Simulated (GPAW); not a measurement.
# UPBE/dzp (scalar-relativistic datasets) run of SiH3 (SMILES [SiH3])

We compute energy and one-electron properties of SiH3. Input form: an ASE script.

The results are computed with GPAW 26.7.0.

2 further runs of the same task are left out: 2 set aside as unsound or not needed. Runs told in other sessions of the task aren't counted.

**1. The structure to begin with**

SiH3 has 4 atoms, charge 0, and is taken as a doublet. As SMILES, `[SiH3]`. The shape is that of a GFN2-xTB optimisation.

Bond lengths: Si1–H2 1.449 Å, Si1–H3 1.449 Å, Si1–H4 1.448 Å. Angles: H2–Si1–H3 115.4°, H2–Si1–H4 115.4°, H3–Si1–H4 115.3°.

**2. The charge distribution at UPBE/dzp (scalar-relativistic datasets)**

The input, mol.py:

```python
import numpy as np
from ase import Atoms
from ase.units import Debye
from gpaw import GPAW

system = Atoms(['Si', 'H', 'H', 'H'],
    positions=[[  0.206560,  -0.018900,  -0.115090],
               [  0.587110,   0.661780,   1.105640],
               [ -0.194960,  -1.401590,   0.043390],
               [ -0.598710,   0.758710,  -1.033940]])
system.center(vacuum=4.5)
system.set_initial_magnetic_moments([1.0, 0.0, 0.0, 0.0])

calc = GPAW(mode='lcao',
            basis='dzp',
            h=0.18,
            xc='PBE',
            occupations={'name': 'fermi-dirac', 'width': 0.0, 'fixmagmom': True},
            maxiter=150,
            symmetry='off',
            txt='-')
system.calc = calc

energy = system.get_potential_energy()
print(f'Energy: {energy:.5f} eV')
forces = system.get_forces()
print('Forces (eV/Ang)')
for symbol, f in zip(system.symbols, forces):
    print(f'{symbol:2} {f[0]:9.4f} {f[1]:9.4f} {f[2]:9.4f}')
dipole = system.get_dipole_moment() / Debye
print(f'Dipole: {np.linalg.norm(dipole):.3f} D')
print('Moments:', system.get_magnetic_moments().round(3))
```

Started as:

```console
$ OMP_NUM_THREADS=1 python mol.py
```

**Question.** What will come out? Wanted: energy as printed; dipole moment; HOMO energy; LUMO energy; largest force on an atom.

**Answer.** As computed:

Level: UPBE/dzp (scalar-relativistic datasets).

```
                                              quantity        value
energy as printed (from the program's reference atoms)  -13.2856 eV
                                         dipole moment       0.07 D
                    HOMO energy (highest over α and β)     -4.86 eV
                     LUMO energy (lowest over α and β)     -3.03 eV
                              largest force on an atom   1.061 eV/Å
```

In words: The largest force is 1.06 eV/Å: the shape isn't a stationary point for this species at this level.
